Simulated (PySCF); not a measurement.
Species: thiohydroxylamine, H3NS.
Bonds: N1–S2. Hydrogens: H3, H4 on N1; H5 on S2.

The same species was optimised twice, with GFN2-xTB and with PBE0-D3(BJ)/def2-SVP (PySCF), and the same property calculations (PySCF, gas phase) were run on both structures.

```
  coordinate  GFN2-xTB  PBE0-D3(BJ)/def2-SVP  change
   S2–H5 (Å)     1.339                 1.356  +0.017
   N1–S2 (Å)     1.719                 1.714  -0.005
   N1–H4 (Å)     1.015                 1.017  +0.002
   N1–H3 (Å)     1.015                 1.017  +0.002
N1–S2–H5 (°)      95.5                  97.8    +2.3
S2–N1–H3 (°)     109.7                 110.8    +1.1
S2–N1–H4 (°)     109.8                 110.8    +1.0
H3–N1–H4 (°)     108.8                 109.4    +0.6
```

Rotational constants: A = 146669, B = 14276, C = 13999 MHz (GFN2-xTB) against A = 146430, B = 14271, C = 14004 MHz (PBE0-D3(BJ)/def2-SVP). Point groups within 0.08 Å: Cs and Cs.

On the GFN2-xTB structure: HOMO (eV) -7.04 [PBE0/pcSseg-1]; LUMO (eV) 0.30 [PBE0/pcSseg-1]; dipole (D) 0.97 [PBE0/pcSseg-1]; GIAO shielding of N1 (ppm) 270.7 [PBE0/pcSseg-1]; GIAO shielding of S2 (ppm) 428.1 [PBE0/pcSseg-1].

**Question.** What do these properties become on the PBE0-D3(BJ)/def2-SVP structure?

**Answer.** 
```csv
property,level,on GFN2-xTB,on PBE0-D3(BJ)/def2-SVP,change
HOMO (eV),PBE0/pcSseg-1,-7.04,-7.03,+0.01
LUMO (eV),PBE0/pcSseg-1,0.30,0.36,+0.06
dipole (D),PBE0/pcSseg-1,0.97,0.98,+0.01
"energy, GFN2-xTB geometry as zero (kcal/mol)",PBE0/pcSseg-1,0.0,-0.1,-0.1
GIAO shielding of N1 (ppm),PBE0/pcSseg-1,270.7,268.7,-2.0
GIAO shielding of S2 (ppm),PBE0/pcSseg-1,428.1,418.4,-9.7
```

The heavy atoms differ by 0.003 Å rms after alignment. Among all bonds S2–H5 changes most (+0.017 Å). Changes are differences of the printed values. Neither structure is proved a minimum here.

The values belong to the conformer `[NH2:1][SH:2]`: H–N1–S2–H -119°.
